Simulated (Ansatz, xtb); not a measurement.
**Ligand exchange: SiH3(CH3) + SiN2H6 → SiH3(SiH3) + CH6N2**

Species: SiH3(CH3) (methylsilane), singlet; SiN2H6 `NN[SiH3]`, singlet; SiH3(SiH3) (disilane), singlet; CH6N2 `CNN`, singlet. The partners trade CH3 for SiH3: Si–CH3 and N–SiH3 bonds give way to Si–SiH3 and N–CH3.

Shapes, held fixed at every level: PBE0-D4/def2-TZVP. Flexible molecules stand in one conformer, not always the lowest. Programs: Ansatz 0.2.0, xtb 6.7.1. The zero-point and thermal change to 298 K, harmonic and unscaled (PBE0-D4/def2-TZVP), is +3.1 kJ/mol.

Question: Estimate ΔH(298 K) of this reaction.

Answer: The highest level, CCSD(T)/CBS estimate, gives ΔH(298 K) = +103.6 kJ/mol; the levels span +100.2 to +159.6. The column of differences is taken from that level and isn't an error. No measured value is set beside it here. The CBS estimate extrapolates MP2 from def2-TZVPP and def2-QZVPP and adds CCSD(T) − MP2 in the triple-zeta set, cores frozen.

| level | kind | ΔH(298 K) (kJ/mol) | less CCSD(T)/CBS estimate |
| --- | --- | --- | --- |
| GFN1-xTB | semi-empirical | +159.6 | +56.0 |
| r2SCAN-D4/def2-TZVPP | meta-GGA | +100.2 | -3.4 |
| BHLYP-D4/def2-TZVPP | global hybrid | +107.5 | +3.9 |
| r2SCAN0-D4/def2-TZVPP | global hybrid | +102.3 | -1.3 |
| wB97M-V/def2-TZVPP | range-separated hybrid | +109.3 | +5.7 |
| CCSD(T)/def2-TZVPP | coupled cluster or CI | +100.9 | -2.7 |
| CCSD/def2-TZVPP | coupled cluster or CI | +102.3 | -1.3 |
| CCSD(T)/CBS estimate | coupled cluster or CI | +103.6 | 0.0 |
